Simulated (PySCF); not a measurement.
BF3, charge +1, multiplicity 2. Atoms are numbered in the order given.

```xyz
4

B      0.0000     0.0000    -0.1798
F      0.0000     0.0000    -1.4323
F      0.0000    -0.9856     0.7661
F      0.0000     0.9856     0.7661
```
Charge +1, spin multiplicity 2.

The structure is a stationary point at ωB97X-D3(BJ)/def2-TZVP. The multiplicity is an assumed one; other spin states were not compared. The isomer is the one that the SMILES or the coordinates give; other isomers of the formula were not compared.

These are PBE/def2-TZVPD (PySCF) values and carry that method's errors.

Gas-phase values at a fixed geometry.

**Question.** Estimate the frontier levels, dipole moment and polarisability. (An estimate is asked for; the answer gives what the named calculation found.)

**Answer.** 
```json
{
  "α spin, highest occupied and lowest empty level": "-19.53 and -8.88 eV",
  "β spin, highest occupied and lowest empty level": "-19.41 and -18.38 eV",
  "dipole_moment_about_the_centre_of_nuclear_charge": "0.051 e·Å",
  "mean_static_polarisability": "19.7 bohr³ (2.92 Å³)",
  "polarisability_principal_values": "11.2, 23.8, 24.1 bohr³",
  "⟨S²⟩": "0.752 (pure state 0.75)"
}
```
